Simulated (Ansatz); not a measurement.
**B–NH₂, triplet in cc-pVTZ: errors against UCCSDT(Q)**

Geometry: that of the B–NH2, singlet, kept fixed.

```xyz
4

B     0.0000    0.0000    0.8600
N     0.0000    0.0000   -0.5115
H     0.0000    0.8509   -1.0580
H     0.0000   -0.8509   -1.0580
```

Basis cc-pVTZ; Ansatz 0.2.0. Correlated methods freeze the noble-gas cores, which leaves 10 electrons in 86 orbitals. R marks a restricted (for open shells ROHF) determinant, U an unrestricted one. Active spaces: valence = (10e, 10o) chosen from the atoms' valence shells.

Full CI isn't at hand for all of this; UCCSDT(Q) serves as the reference, and is uncertain by about the last step of the cluster series. The frozen core follows each run's orbitals, which can shift R against U totals by a few meV.

* UHF ⟨S²⟩: 2.019
* T1 diagnostic (RCCSD): 0.0223
* largest doubles amplitude (RCCSD): 0.046
* T1 diagnostic (UCCSD): 0.0163

```json
{"level": "UHF", "E − E(RHF) (eV)": "-0.0680"}
{"level": "RMP2", "E − E(RHF) (eV)": "-7.2030"}
{"level": "UMP2", "E − E(RHF) (eV)": "-7.2193"}
{"level": "RCCSD", "E − E(RHF) (eV)": "-7.6293"}
{"level": "UCCSD", "E − E(RHF) (eV)": "-7.6304"}
{"level": "RCCSD(T)", "E − E(RHF) (eV)": "-7.9242"}
{"level": "UCCSD(T)", "E − E(RHF) (eV)": "-7.9242"}
```

Question: Estimate how far UCCSDT(Q) in cc-pVTZ lies from RCCSD(T). The table doesn't fix it; the size of (T) and the diagnostics are the guide.

Answer: UCCSDT(Q) in cc-pVTZ lies 1.04 mEh below RCCSD(T), which is 10 % of the (T) step (-10.84 mEh). The diagnostics are small and one determinant leads, so the series closes fast and only a small part of (T) is left.

The other levels:

```csv
level,E − E(UCCSDT(Q)) (mEh),share of correlation (%),wall time
BCCD(T),1.03,99.65,16 s (H100)
RCCSDT,0.55,99.81,–
UCCSDT,0.54,99.82,–
RCCSDT(Q),0.06,99.98,24 s (H100)
CASSCF (valence space),179.58,38.55,–
NEVPT2 (valence space),39.51,86.48,12 s (H100)
MRCISD (valence space),11.16,96.18,–
MRCISD+Q (valence space),2.51,99.14,19 s (H100)
```

The correlation energy at UCCSDT(Q), counted from RHF, is -7.952 eV. That run took 21 s on 2 threads of AMD EPYC 7R13 with a shared H100 80 GB, shared host.

Times hold each run's SCF and search for its determinant on a shared host, so for small cases they say little of a method's own cost.

Natural occupations of CASSCF (valence space) about the gap: 1.978 1.977 1.969 1.001 1.000 0.031 0.022 0.022 0.017; effectively unpaired electrons, Σ n²(2−n)², 2.02.
